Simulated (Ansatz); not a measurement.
A run of Ansatz (development build ahead of 0.2.0) on doublet SiC(-) at this shape:

| atom | x (Å) | y (Å) | z (Å) |
| --- | --- | --- | --- |
| Si | -0.0157 | -0.0166 | -0.7924 |
| C | -0.0093 | 0.0066 | 0.8856 |

Its results:

```yaml
Converged: yes
Reference_energy: -326.52555 hartree
Correlation_energy: -0.14782 hartree
Total_energy: -326.67338 hartree
Spin_squared_of_the_determinant: 1.776
Stability_test: minimum
Occupied_orbitals_by_symmetry_in_an_Abelian_subgroup_alpha;_beta: 7 A1 2 B1 2 B2; 6 A1 2 B1 2 B2
```

Messages of the program:
```
mean field -8885.21298427 eV, -326.5255545583 hartree, gradient 2.3e-6 eV, S^2 1.775775; 15 other ends of a descent, 0 dependent functions left out
```

(1) Which input gives this output? Name the method, the orbitals and the basis set, and write the input.

Results:

(1) UHF-MP2 in def2-SVP.

```yaml
crystal:
  periodic: [false, false, false]
  atoms:
    - { symbol: Si, position_ang: [-0.01572, -0.01658, -0.79245] }
    - { symbol: C, position_ang: [-0.00933, 0.00657, 0.88561] }
basis:
  gaussian: { orbitals: def2-SVP }
total_charge: -1
magnetization:
  spin_polarized: true
  initial_magnetization: 1
hamiltonian:
  xc: hf
correlation:
  method: mp2
  frozen_orbitals: { C: 1, Si: 5 }
```

Caution: no diffuse functions for an anion; the unrestricted determinant is a mixture of spin states.
